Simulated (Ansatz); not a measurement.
# singlet CH2F+ at 6 levels

Wanted: a comparison of 6 runs (HF/STO-3G, B2PLYP/STO-3G, B3LYP/STO-3G, CAM-B3LYP/STO-3G, wB97X/STO-3G, CCSD(T)/STO-3G) of singlet CH2F+. 

Program for the calculation: Ansatz 0.2.0.

47 further runs of the same task are left out: 47 set aside as unsound or not needed.

### Step 1. Starting point

CH2F+ has 4 atoms, charge +1, and is taken as a singlet. As SMILES of the parent species, `[CH2]F`. The shape is that of a PBE0-D4/def2-TZVP optimisation. That shape belongs to the parent species and isn't relaxed for this state.

Bond lengths: C1–F2 1.331 Å, C1–H3 1.082 Å, C1–H4 1.082 Å. Angles: F2–C1–H3 115.1°, F2–C1–H4 115.1°, H3–C1–H4 124.6°.

### Step 2. The energy at HF/STO-3G (run 1)

File run.yaml:

```yaml
crystal:
  periodic: [false, false, false]
  atoms:
    - {symbol: C, position_ang: [-0.030100, -0.057600, -0.131100]}
    - {symbol: F, position_ang: [0.950000, 0.694000, 0.364600]}
    - {symbol: H, position_ang: [-0.946900, 0.472300, -0.352500]}
    - {symbol: H, position_ang: [0.027000, -1.108700, 0.119000]}
basis:
  gaussian: {orbitals: STO-3G}
total_charge: 1
hamiltonian: {xc: hf}
accuracy: high
```

The run is started by

```sh
$ ansatz run run.yaml --threads 1 --pin off --max-ram 2610MiB --events-out events.jsonl --progress --plain --runs-dir runs
```

Output:

```text
Warning: RAYON_NUM_THREADS=1 ignored (pool sized by the plan → 1); use --threads N
Functional definition: HF
  name "HF"
  exchange = exact_x
  correlation = 0
186 factors; integrals over basis functions are off by at most 1.3e-8 eV
mean field evaluation 1: about -3703.3145 eV, gradient 3.3e1 eV
mean field evaluation 2: about -3703.3640 eV, gradient 3.3e1 eV
mean field evaluation 4: about -3707.6894 eV, gradient 1.8e0 eV
mean field evaluation 8: about -3707.7091 eV, gradient 7.4e-2 eV
mean field -3707.70914562 eV, -136.2557979261 hartree, gradient 1.5e-8 eV, S^2 0.000000; 0 other end points of the search recorded, 0 dependent functions left out
reference -3707.70914562 eV, -136.2557979261 hartree; 8, 8 occupied and 4, 4 virtual orbitals, 186 factors
Total energy: -3707.70914562 eV, -136.2557979261 hartree
```

It took 0.04 s on 1 thread of Arm Neoverse V2, shared host.

### Step 3. The energy at B2PLYP/STO-3G (run 2)

File input.yaml:

```yaml
crystal:
  periodic: [false, false, false]
  atoms:
    - symbol: C
      position_ang: [-0.030100, -0.057600, -0.131100]
    - symbol: F
      position_ang: [0.950000, 0.694000, 0.364600]
    - symbol: H
      position_ang: [-0.946900, 0.472300, -0.352500]
    - symbol: H
      position_ang: [0.027000, -1.108700, 0.119000]
basis:
  gaussian: {orbitals: STO-3G}
accuracy: high
hamiltonian: {xc: {name: B2PLYP}}
total_charge: 1
correlation: {frozen_orbitals: {C: 1, F: 1, H: 0}}
```

The run is started by

```sh
$ ansatz run input.yaml --threads 1 --pin off --max-ram 2610MiB --events-out events.jsonl --progress --plain --runs-dir runs
```

Output, cut to the lines that bear on the results:

```text
Warning: RAYON_NUM_THREADS=1 ignored (pool sized by the plan → 1); use --threads N
Functional definition: B2PLYP
  name "B2PLYP"
[...]
186 factors; integrals over basis functions are off by at most 1.3e-8 eV
[...]
mean field -3718.68237780 eV, -136.6590567707 hartree, gradient 4.5e-8 eV, S^2 0.000000; 0 other end points of the search recorded, 0 dependent functions left out
2 core orbitals not correlated: weight in the atoms' cores, before any rotation towards them, 1.000 or more for the frozen orbitals, at most 0.000 for the correlated occupied ones
reference -3718.68239107 eV, -136.6590572582 hartree; 6, 6 occupied and 4, 4 virtual orbitals, 186 factors
second order -3.81459052 eV of doubles, -0.00000000 eV of singles
Total energy: -3719.71233051 eV, -136.6969068346 hartree
```

Run time: 0.58 s. Hardware: 1 thread of Arm Neoverse V2, shared host.

Runs 3 to 4 aren't shown in full; the table further down has their settings and results.

### Step 4. The energy at wB97X/STO-3G (run 5)

run.yaml, as its differences from that of step 2:

```diff
@@ -8,5 +8,7 @@
 basis:
-  gaussian: {orbitals: STO-3G}
+  gaussian:
+    orbitals: STO-3G
 total_charge: 1
-hamiltonian: {xc: hf}
+hamiltonian:
+  xc: {name: wB97X}
 accuracy: high
```

The run is started by

```sh
$ ansatz run run.yaml --threads 1 --pin off --max-ram 2610MiB --events-out events.jsonl --progress --plain --runs-dir runs
```

Output, cut to the lines that bear on the results:

```text
Warning: RAYON_NUM_THREADS=1 ignored (pool sized by the plan → 1); use --threads N
Functional definition: wB97X
  name "wB97X"
[...]
      + exact_x_lr(omega)
[...]
      + integral(e_c_pw_opposite_spin*poly(b97_u_opposite, 1, cos1, cos2, cos3, cos4))
186 factors; integrals over basis functions are off by at most 1.3e-8 eV
100 factors; integrals over basis functions are off by at most 8.1e-10 eV
[...]
mean field -3723.78781692 eV, -136.8466781979 hartree, gradient 3.1e-8 eV, S^2 0.000000; 0 other end points of the search recorded, 0 dependent functions left out
reference -3723.78781582 eV, -136.8466781573 hartree; 8, 8 occupied and 4, 4 virtual orbitals, 186 factors
Total energy: -3723.78781582 eV, -136.8466781573 hartree
```

Run time: 1.9 s. Hardware: 1 thread of Arm Neoverse V2, shared host; peak memory 0.17 GiB.

### Step 5. The energy at CCSD(T)/STO-3G (run 6)

File molecule.yaml:

```yaml
crystal:
  periodic: [false, false, false]
  atoms:
    - {symbol: C, position_ang: [-0.030100, -0.057600, -0.131100]}
    - {symbol: F, position_ang: [0.950000, 0.694000, 0.364600]}
    - {symbol: H, position_ang: [-0.946900, 0.472300, -0.352500]}
    - {symbol: H, position_ang: [0.027000, -1.108700, 0.119000]}
basis:
  gaussian:
    orbitals: STO-3G
total_charge: 1
magnetization:
  spin_polarized: false
  initial_magnetization: 0
correlation:
  method: ccsd_t
  frozen_orbitals: {C: 1, F: 1, H: 0}
accuracy: high
scf:
  omitted_lower_state_checks: [cluster_reference, increment]
```

The run is started by

```sh
$ ansatz run molecule.yaml --threads 1 --pin off --max-ram 2610MiB --events-out events.jsonl --progress --plain --runs-dir runs
```

Output, cut to the lines that bear on the results:

```text
Warning: RAYON_NUM_THREADS=1 ignored (pool sized by the plan → 1); use --threads N
Functional definition: HF
  name "HF"
[...]
186 factors; integrals over basis functions are off by at most 1.3e-8 eV
[...]
mean field -3707.70914562 eV, -136.2557979261 hartree, gradient 1.5e-8 eV, S^2 0.000000; 0 other end points of the search recorded, 0 dependent functions left out
2 core orbitals not correlated: weight in the atoms' cores, before any rotation towards them, 1.000 or more for the frozen orbitals, at most 0.000 for the correlated occupied ones
reference -3707.70914562 eV, -136.2557979261 hartree; 6, 6 occupied and 4, 4 virtual orbitals, 186 factors
second order -2.51836689 eV of doubles, -0.00000000 eV of singles
cycle   1  -2.71808415 eV  change   -2.0e-1 eV  update   1.2e-1
[...]
cycle  21  -3.17006340 eV  change  -1.1e-10 eV  update  4.4e-10
perturbative correction -0.22362879 eV, -0.0082182064 hartree
Total energy: -3711.10283781 eV, -136.3805138137 hartree
Checks for a lower state left out: cluster_reference, increment
```

Run time: 0.08 s. Hardware: 1 thread of Arm Neoverse V2, shared host.

### Step 6. The series

| run | level | frozen core orbitals | energy (Eh) | wall time |
| --- | --- | --- | --- | --- |
| 1 | HF/STO-3G | – | -136.255798 | 0.04 s |
| 2 | B2PLYP/STO-3G | 2 | -136.696907 | 0.58 s |
| 3 | B3LYP/STO-3G | – | -136.854838 | 0.42 s |
| 4 | CAM-B3LYP/STO-3G | – | -136.797627 | 0.54 s |
| 5 | wB97X/STO-3G | – | -136.846678 | 1.9 s |
| 6 | CCSD(T)/STO-3G | 2 | -136.380514 | 0.08 s |

### Step 7. Outcome

| quantity | value |
| --- | --- |
| run 6: total energy | -136.38051 Eh |
| run 6: correlation energy (2 core orbitals frozen) | -124.7 mEh |
| run 6: (T) correction | -8.22 mEh |
| run 6: T1 diagnostic | 0.040 |

**Reading.** Totals of different functionals can't be ranked against each other. In run 6 the T1 diagnostic is large, so a single reference may not serve. In runs 1, 2, 3, 4, 5, 6 the basis is minimal, so the values are rough. All runs together took 3.5 s, the longest 1.9 s.
